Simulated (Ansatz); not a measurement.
in.yaml

```yaml
crystal:
  periodic: [false, false, false]
  atoms:
    - {symbol: B, position_ang: [0.000000, 0.000000, 0.115089]}
    - {symbol: B, position_ang: [0.000000, 0.000000, -1.407623]}
    - {symbol: H, position_ang: [0.000000, 0.000000, 1.292533]}
basis:
  gaussian: {orbitals: x2c-TZVPPall}
total_charge: 1
magnetization: {spin_polarized: false}
hamiltonian: {xc: {name: PBE}}
correlation: {method: bccd, electrons: outside_noble_gas}
```

```sh
$ ansatz run in.yaml --threads 1 --pin off --events-out ev --progress --plain --max-ram 2393MiB
```

Problem. Roughly how long does this take on 1 thread of Intel Xeon, shared host, and how much host memory?

Solution. 11 s wall and 0.19 GiB.

```
463 factors; integrals over basis functions are off by at most 1.1e-3 eV
mean field evaluation 1: about -1342.5940 eV, gradient 4.2e1 eV
mean field evaluation 2: about -1342.5866 eV, gradient 4.2e1 eV
mean field evaluation 4: about -1347.5208 eV, gradient 2.2e1 eV
mean field evaluation 8: about -1348.4880 eV, gradient 1.4e1 eV
mean field evaluation 16: about -1349.9574 eV, gradient 1.9e0 eV
mean field evaluation 32: about -1349.4067 eV, gradient 1.7e-5 eV
mean field evaluation 64: about -1349.7330 eV, gradient 6.7e0 eV
mean field evaluation 96: about -1342.5967 eV, gradient 4.2e1 eV
mean field -1349.99409308 eV, -49.6113678619 hartree, gradient 9.2e-6 eV, S^2 0.000000; 11 other end points of the search recorded, 0 dependent functions left out; unrestricted orbitals would lower it
unrestricted determinant -1346.52054036 eV, -49.4837171539 hartree, S^2 1.0091
2 core orbitals not correlated: weight in the atoms' cores, before any rotation towards them, 1.000 or more for the frozen orbitals, at most 0.000 for the correlated occupied ones
reference -1343.88944033 eV, -49.3870260110 hartree; 3, 3 occupied and 71, 71 virtual orbitals, 463 factors
second order -3.73833061 eV of doubles, -0.28072446 eV of singles
cycle   1  -4.40229249 eV  change   -3.9e-1 eV  update   1.0e-1
cycle   2  -4.62969611 eV  change   -2.3e-1 eV  update   6.3e-2
cycle   3  -4.88025050 eV  change   -2.5e-1 eV  update   4.6e-2
cycle   4  -4.95317248 eV  change   -7.3e-2 eV  update   3.0e-2
cycle   5  -5.00669784 eV  change   -5.4e-2 eV  update   1.8e-2
cycle   6  -5.01589101 eV  change   -9.2e-3 eV  update   1.1e-2
cycle   7  -5.02798259 eV  change   -1.2e-2 eV  update   7.6e-3
cycle   8  -5.03226519 eV  change   -4.3e-3 eV  update   6.3e-3
cycle   9  -5.03064872 eV  change    1.6e-3 eV  update   5.2e-3
cycle  10  -5.03540768 eV  change   -4.8e-3 eV  update   3.4e-3
cycle  11  -5.03200534 eV  change    3.4e-3 eV  update   2.0e-3
cycle  12  -5.03224584 eV  change   -2.4e-4 eV  update   1.6e-3
cycle  13  -5.03244342 eV  change   -2.0e-4 eV  update   1.1e-3
cycle  14  -5.03240594 eV  change    3.7e-5 eV  update   8.5e-4
cycle  15  -5.03145957 eV  change    9.5e-4 eV  update   3.3e-4
cycle  16  -5.03137279 eV  change    8.7e-5 eV  update   1.1e-4
cycle  17  -5.03133269 eV  change    4.0e-5 eV  update   4.9e-5
cycle  18  -5.03135180 eV  change   -1.9e-5 eV  update   2.1e-5
cycle  19  -5.03134845 eV  change    3.4e-6 eV  update   7.8e-6
cycle  20  -5.03135120 eV  change   -2.8e-6 eV  update   3.0e-6
WARN: the results are in doubt because among natural orbitals full CI differs from the method by -0.082 eV
Total energy: -1348.92079153 eV, -49.5719247572 hartree
Relativity: scalar
In doubt: among natural orbitals full CI differs from the method by -0.082 eV
```
